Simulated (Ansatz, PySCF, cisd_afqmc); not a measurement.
Species: HF, charge 0, singlet. HF (SMILES F).
B3LYP-D3(BJ)/def2-TZVP minimum from Ansatz (a quantum-chemistry and plane-wave program):
```xyz
2

F      0.0000     0.0000    -0.0925
H      0.0000     0.0000     0.8321
```
Charge 0, spin multiplicity 1.

Atomisation energy term by term, kcal/mol (programs: Ansatz, cisd_afqmc). Radicals and triplets start from unrestricted determinants; spin-orbit coupling is neglected. Cores are frozen in correlated methods. Rows without X2C or -DK are non-relativistic. The Monte Carlo rows (phaseless AFQMC, CISD trial, step 0.005/hartree) carry one-sigma bars that omit the constraint's bias. Outlying blocks are dropped, and bars are widened where a walk drifts. Over all cases where full CI ran beside it in this data, AFQMC minus full CI had a median of +0.1 mEh and passed +0.4 mEh in a tenth of the cases. CBS(X,Y): correlation extrapolated as X^-3, Hartree-Fock from the larger set (Q,5: extrapolated as (X+1)exp(-9√X)). A bracket is a step between two methods taken in the basis named. '+ core + X2C': CCSD(T) terms for core correlation (cc-pwCVTZ) and scalar relativity (cc-pVTZ-DK). Full CI freezes restricted core orbitals, also for open shells; the composite that ends in it estimates full CI at the basis-set limit. For partners of very few electrons the exact lower level stands in for a higher one.

| term | basis | kcal/mol |
|---|---|---|
| Hartree-Fock | CBS(cc-pVQZ,cc-pV5Z) | 96.66 |
| CCSD correlation | CBS(cc-pVQZ,cc-pV5Z) | 42.76 |
| (T) | CBS(cc-pVQZ,cc-pV5Z) | 2.26 |
| CCSDT(Q) - CCSD(T) | cc-pV5Z | -0.02 |
| FCI - CCSDT(Q) | cc-pVDZ | 0.01 |
| core correlation | cc-pwCVTZ | 0.21 |
| scalar relativity | X2C, cc-pVTZ-DK | -0.20 |
| minus zero-point energy | Hessian by PySCF at B3LYP-D3(BJ)/def2-TZVP | -5.83 |
| sum: D0 |  | 135.9 |

The step beyond CCSD(T) by other levels: FCI in cc-pVDZ 0.21; CCSDTQ in cc-pVDZ 0.19; AFQMC/CISD in cc-pVDZ 0.15 ± 0.12; CCSDT(Q) in cc-pVDZ 0.20; CCSDTQ in cc-pVTZ 0.00; AFQMC/CISD in cc-pVTZ 0.12 ± 0.13; CCSDT(Q) in cc-pVTZ 0.02; AFQMC/CISD in cc-pVQZ 0.03 ± 0.19; CCSDT(Q) in cc-pVQZ -0.01 kcal/mol.
